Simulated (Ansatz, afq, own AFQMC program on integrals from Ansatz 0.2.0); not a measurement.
ScH₂O⁺, singlet in def2-TZVP, levels against CCSDT(Q)

```xyz
4

Sc    0.0000    0.0000    0.6171
O     0.0000    0.0000   -1.4765
H     0.0000    0.7836   -2.0444
H     0.0000   -0.7836   -2.0444
```

Connectivity, by distances: Sc–OH2.

Basis def2-TZVP. Noble-gas cores (and the filled d shells of Ga–Kr and In–Xe) are frozen. Ansatz 0.2.0 and our own AFQMC program on the same integrals; the CISD trial comes from CCSD amplitudes, and released means the phaseless constraint is let go. Uncertainties: one standard error, sampling alone. The metal's outer-core s and p shells are frozen, which shifts wave-function levels against functionals.

Determinant: RHF, the one that the program's search chose, which needn't be the lowest solution. The geometry is a point of a scan.

No full CI on the walks' own integrals is used here; CCSDT(Q) serves as the reference and is uncertain by about the last step of the cluster series.

Cautions: no relativity below Rb; outer-core shells of the metal frozen; higher spins were not checked; restricted determinant unstable towards unrestricted (UHF 991 meV lower, ⟨S²⟩ 1.00); CCSDT(Q) on the UHF determinant differs (301 meV lower), perhaps since the unrestricted series falls towards higher spin.

The T1 diagnostic is 0.0282. The weight of the determinant in the CISD state is 0.832 and the size of the correlated space is 10 electrons in 78 orbitals.

Reference: CCSDT(Q), correlation energy -8.493 eV. The released energy is read at 1.20 1/Eh, later times being too noisy (meV from the phaseless value at times in 1/Eh: 1 ± 4 at 0.60, -8 ± 5 at 1.20, -6 ± 8 at 2.00, -27 ± 21 at 3.00, -29 ± 29 at 4.20).

```csv
level,E − E(reference) (kJ/mol),share of correlation (%)
HF,819.4,0.00
MP2,77.6,90.53
CCSD,25.0,96.95
CCSD(T),1.9,99.77
CCSDT,1.3,99.85
ph-AFQMC/HF,-11.5 ± 2.7,101.41
ph-AFQMC/CISD,0.4 ± 0.4,99.95
released AFQMC,-0.4 ± 0.5,100.05
```

A walk keeps the symmetry of its determinant, which the program's search chose and which needn't be the lowest solution, so a lower state of the same spin and another symmetry isn't excluded. Released energies are given only where the last usable release times agree within the noise; a slower fall can still hide under it.
